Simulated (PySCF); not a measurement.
# F2H2Si (difluorosilane): the cost of one run

The runs use PySCF 2.14.0, with density-fitted response routines of our own; the level of theory stands in each step. All values are computed, except where a source is named. Atoms are numbered from 0 throughout.

### 1 Starting geometry

5 atoms, charge 0, multiplicity 1; geometry from: GFN2-xTB.

Bonds of the start (Å): F0–Si1 1.59, Si1–F2 1.59, Si1–H3 1.44, Si1–H4 1.44.

### 2 Relaxing the molecule at PBE0-D3(BJ)/def2-SVP

The job: settings as JSON, then the geometry in Å.

```
{"job": {"xc": "PBE0", "basis": "def2-SVP", "d3": "d3bj", "grid": 1, "kind": "geom"}, "charge": 0, "multiplicity": 1}
F     -1.200870    -0.934300    -0.105600
Si    -0.002470     0.110670     0.007550
F      1.291210    -0.809480    -0.137190
H     -0.010780     0.657390     1.343370
H     -0.059850     0.981430    -1.142490
```

On the command line:

```sh
OMP_NUM_THREADS=1 python probes_run.py task.json out
```

This one command runs all jobs of the session in turn.

Q: Estimate the wall time and peak memory of this first job on 1 thread of Intel Xeon 6975P-C, shared host.

About 2.2 s, with a peak of 0.26 GiB.
